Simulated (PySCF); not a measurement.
## Calculated properties of `CCC1CC1`

Compound: C5H10.
Numbering: `[CH3:1][CH2:2][CH:3]1[CH2:4][CH2:5]1` (hydrogens: H6, H7, H8 on C1; H9, H10 on C2; H11 on C3; H12, H13 on C4; H14, H15 on C5)

Cartesian coordinates in Å at the GFN2-xTB level; atoms count from 1:
```
atom  x, y, z in Å
C1    -1.9556   -0.3303    0.2115
C2    -0.8210    0.6105   -0.1839
C3     0.4410   -0.1538   -0.5075
C4     1.3647   -0.5689    0.5972
C5     1.7799    0.5028   -0.3653
H6    -2.8534    0.2321    0.4572
H7    -2.1896   -1.0099   -0.6050
H8    -1.6690   -0.9229    1.0773
H9    -1.1231    1.2001   -1.0540
H10   -0.6229    1.3051    0.6351
H11    0.3249   -0.8496   -1.3304
H12    1.8480   -1.5324    0.5373
H13    1.1146   -0.2726    1.6049
H14    2.5478    0.2771   -1.0895
H15    1.8092    1.5207   -0.0069
```

Among its groups: cyclopropane ring.

GFN2-xTB geometry:

```yaml
Point_group_of_the_GFN2-xTB_geometry: C1
Rotational_constants_A_B_C_of_the_GFN2-xTB_geometry: 11.942, 3.153, 2.839 GHz
```

PBE0/pcSseg-1 ground state and GIAO shieldings, non-relativistic (PySCF):

```yaml
Dipole_moment: 0.11 D
HOMO_energy: -7.92 eV
LUMO_energy: 1.71 eV
HOMO–LUMO_gap: 9.63 eV
Lowest_Hirshfeld_atomic_charge: -0.12 e on C1
Highest_Hirshfeld_atomic_charge: +0.04 e on H6, H7, H8, H9, H10, H11, H12, H13, H14, H15
13C_chemical_shifts_computed_TMS_as_zero_by_class: 32.5 (C2), 16.5 (C1), 16.0 (C3), 6.3 (C4/C5) ppm
1H_chemical_shifts_computed_TMS_as_zero_by_class: 1.18 (H9/H10), 1.10 (H6/H7/H8), 0.56 (H11), 0.44 (H12/H14), -0.02 (H13/H15) ppm
Mayer_bond_orders_between_heavy_atoms: C1–C2 1.05, C2–C3 1.02, C3–C4 0.95, C4–C5 0.98, C5–C3 0.96
```

From B3LYP/pcJ-1 indirect spin-spin coupling, non-relativistic, gas phase; spin–dipole term left out (PySCF):

```yaml
Largest_of_the_computed_one-bond_spin–spin_couplings_means_over_like_bonds: 13C–1H +165.6 (C4–H12 and 1 like it), 13C–1H +164.9 (C4–H13 and 1 like it), 13C–1H +163.8 (C3–H11), 13C–1H +132.5 (C2–H9 and 1 like it), 13C–1H +131.6 (C1–H6 and 2 like it), 13C–13C +43.7 (C2–C3), 13C–13C +33.9 (C1–C2), 13C–13C +15.5 (C3–C4 and 1 like it) Hz
```

Monoisotopic mass from the formula: 70.0783 u.

A dipole of 0.11 D is allowed in C1, and pure rotational transitions are dipole-allowed. In atomic units the dipole is 0.04 e·bohr (1 au = 2.5417 D). The rotational constants make it an asymmetric top with κ = (2B − A − C)/(A − C) = -0.93, nearer the prolate limit (−1). With B = h/(8π²I), that is 505.379 GHz u Å² over I, the principal moments of inertia are 42.3, 160.3 and 178.0 u Å² (most abundant isotopes); the inertial defect Ic − Ia − Ib is -24.6 u Å² (zero for a rigid planar frame, negative otherwise).

 NMR classes are plain means over equivalent atoms (diastereotopic ones count apart unless rotation or inversion swaps them), as if these changed places fast; in this geometry the members of some classes differ.

One conformer stands for the species.
